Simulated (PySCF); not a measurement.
Species: C5H7 (doublet state).
Cartesian coordinates in Å at the GFN2-xTB level; atoms count from 1:
```xyz
12
C5H7 angstrom
C      2.4190    0.1240   -0.8250
C      1.4245   -0.4623   -0.5073
C      0.1807   -1.0886   -0.0727
C     -0.5567   -0.1358    0.7982
C     -1.4681    0.8695    0.2154
H      3.2994    0.6133   -1.1186
H     -0.4100   -1.3446   -0.9580
H      0.4285   -2.0078    0.4684
H     -0.2073    0.0023    1.8077
H     -2.1509    1.2616    0.9678
H     -2.0454    0.4442   -0.6064
H     -0.9126    1.7236   -0.1956
```

The hyperfine couplings belong to this conformer and change with its torsions.

The species is `C#CC[CH]C` [radical].

Theory: UKS B3LYP, pcH-1 on C H, non-relativistic, mean-field spin-orbit, GIAO in PySCF. The structure is a single GFN2-xTB conformer in the gas phase; no vibrational or solvent corrections. Couplings are sensitive to structure, and on GFN2-xTB geometries they can be far from those on DFT ones. No stability test was run, so a lower SCF solution isn't excluded.

(1) Match the computed a_iso(13C) values +111.2, +96.7, -31.9, -24.9, +8.8 MHz with the sites C1; C2; C3; C4; C5.

(2) The isotropic 1H couplings, averaged over equivalent nuclei, are +77.0, -58.5, +31.0, -1.9 MHz. Assign them to H6; H7/H8; H9; H10/H11/H12.

Results:

(1) 
```tsv
site	a_iso (MHz)	ρ(0) (bohr⁻³)	position	distance from C4 (Å)	spin population	largest |T| (MHz)
C1	+8.8	+0.0078	3 bonds from C4	3.40	+0.04	6.4
C2	+96.7	+0.0860	2 bonds from C4	2.40	+0.02	8.3
C3	-24.9	-0.0221	1 bond from C4	1.49	-0.07	2.4
C4	+111.2	+0.0989	largest spin population	0.00	+1.02	162.9
C5	-31.9	-0.0283	1 bond from C4	1.48	-0.08	2.7
```

(2) 
```
       site  a_iso (MHz)  ρ(0) (bohr⁻³)            position  distance from C4 (Å)  bound to  spin population there  largest |T| (MHz)
         H6         -1.9        -0.0004     4 bonds from C4                  4.37        C1                  +0.04                3.1
      H7/H8        +31.0        +0.0069  β, 2 bonds from C4                  2.14        C3                  -0.07                9.7
         H9        -58.5        -0.0131   α, 1 bond from C4                  1.08        C4                  +1.02               39.5
H10/H11/H12        +77.0        +0.0172  β, 2 bonds from C4                  2.13        C5                  -0.08                9.0
```

ρ(0) is the spin density at the nucleus and T the dipolar tensor; entries for several nuclei are means. Largest spin populations (Mulliken): C4 (+1.02), C5 (-0.08), H12 (+0.07) and C3 (-0.07). No atom but C4 exceeds +0.15. The positive populations add up to 1.19 and the negative ones to -0.19, together 2S = 1. The angles at C4 add up to 357.7°, so it is nearly planar; its axial dipolar tensor and the negative coupling of its proton fit spin in a p orbital normal to that plane.

The spin density at the nucleus, in bohr⁻³, is negative for C5 (-0.0283), C3 (-0.0221) and H9 (-0.0131), for instance. A restricted open-shell determinant has no negative spin density anywhere; here it arises because α and β orbitals differ (spin polarisation).

Nuclei that the bonding pattern makes equivalent are averaged, as if the motion that swaps them (rotation, inversion, ring flip) were fast. The three 1H nuclei of mean +77.0 MHz run from 33.0 to 157.3 MHz in the frozen geometry. The 1H value of +31.0 MHz is a mean of couplings from 19.5 to 42.5 MHz in this one geometry, not an average over conformers.
